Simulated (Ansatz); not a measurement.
How UKS-PBE and FCI compare on the energy from the minimum to the longest scanned distance (2.9 to 4 times the starting length) of diatomic hydrides.

Values in kJ/mol, from Ansatz (an electronic-structure program). Where two bases are given, the first is that of UKS-PBE. Full CI is exact in its basis, with frozen cores. Scans on which UKS-PBE failed, held another spin at the minimum or broke off are missing, so the means are lower bounds.

```tsv
system	basis	UKS-PBE	FCI	UKS-PBE − FCI
HLi singlet	aug-cc-pVTZ	224	238	-14
HN triplet	aug-cc-pVDZ	363	314	49
HCl cation doublet	cc-pVDZ	297	423	-126
HSi doublet	cc-pVTZ	299	299	1
HF singlet	cc-pVDZ	551	529	22
HBe doublet	cc-pVDZ	226	190	36
HF cation doublet	cc-pVDZ	272	365	-93
HBe cation singlet	aug-cc-pVDZ	266	289	-23
HGa singlet	def2-TZVP	279	276	3
HP triplet	aug-cc-pVDZ	305	276	30
HP triplet	cc-pVTZ	311	294	17
```

The mean error against full CI is -9 kJ/mol (median 3) and the mean absolute one 37 kJ/mol (median 23); UKS-PBE lies above in 7 and below in 4 of 11 cases. It is closest for HSi doublet (1), HGa singlet (3), HLi singlet (-14) and furthest off for HCl cation doublet (-126), HF cation doublet (-93), HN triplet (49).
